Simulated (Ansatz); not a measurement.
Input file:

```yaml
crystal:
  periodic: [false, false, false]
  atoms:
    - {symbol: Hf, position_ang: [0.000000, 0.000000, 0.000000]}
    - {symbol: H, position_ang: [0.000000, 0.000000, -1.911800]}
    - {symbol: H, position_ang: [0.000000, 0.000000, 1.911800]}
basis:
  gaussian: {orbitals: def2-mTZVP}
total_charge: 1
correlation: {active_space: {window: {electrons: 3, orbitals: 3}}}
magnetization: {spin_polarized: true, initial_magnetization: 1}
```

```sh
$ ansatz run in.yaml --threads 1 --pin off --events-out ev --progress --plain --max-ram 2393MiB
```

**Question.** One thing in this input was set wrong on purpose, beside settings that are merely unusual. What is the gravest fault, and what does the program do?

**Answer.** Active space on unrestricted orbitals. How the run ends: refused.
```
Error: invalid value for `correlation.active_space`: it starts from restricted Hartree–Fock orbitals; set hamiltonian.xc: hf without magnetization.spin_polarized
```
